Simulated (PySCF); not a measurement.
Cyclopentene, C5H8.
SMILES with atom numbers: `[CH:1]1=[CH:2][CH2:3][CH2:4][CH2:5]1` (hydrogens: H6 on C1; H7 on C2; H8, H9 on C3; H10, H11 on C4; H12, H13 on C5)

Computed geometry: GFN2-xTB, gas phase.

**Question.** Give the optimised bond lengths and angles.

**Answer.** 
| bond | length (Å) |
| --- | --- |
| C1=C2 | 1.321 |
| C3–C4, C4–C5 | 1.539 |
| C1–C5, C2–C3 | 1.499 |
| C1–H6, C2–H7 | 1.077 |
| C3–H8 and 3 like bonds | 1.092 |
| C4–H10, C4–H11 | 1.089 |

Bonds in one row agree within 0.01 Å and their mean is given. A selection of angles:
| angle | degrees |
| --- | --- |
| C2–C1–C5 | 112.1 |
| C2–C1–H6 | 126.4 |
| C5–C1–H6 | 121.5 |
| C2–C3–C4 | 103.6 |
| C2–C3–H8 | 109.9 |
| C2–C3–H9 | 112.1 |
| C4–C3–H8 | 111.6 |
| H8–C3–H9 | 107.5 |
| C3–C4–C5 | 105.6 |
| C3–C4–H10 | 112.1 |
| C3–C4–H11 | 109.6 |
| H10–C4–H11 | 108.0 |

Torsions: C5–C1–C2–C3 0° (synperiplanar); C1–C2–C3–C4 -11° (synperiplanar); C2–C3–C4–C5 17° (synperiplanar); C3–C4–C5–C1 -17° (synperiplanar); C2–C1–C5–C4 11° (synperiplanar).

The 5-membered ring C1–C2–C3–C4–C5 has internal angles of 103.6° to 112.1°; it is puckered, 0.08 Å rms from its mean plane, widest ring torsion 17°. The 5 C–C bonds span 1.321 Å (C1=C2, drawn double) to 1.539 Å (C3–C4, drawn single), a spread of 0.218 Å.

Point group: Cs (tolerance 0.08 Å). GFN2-xTB frequencies: not computed here. One conformer, not necessarily the lowest.
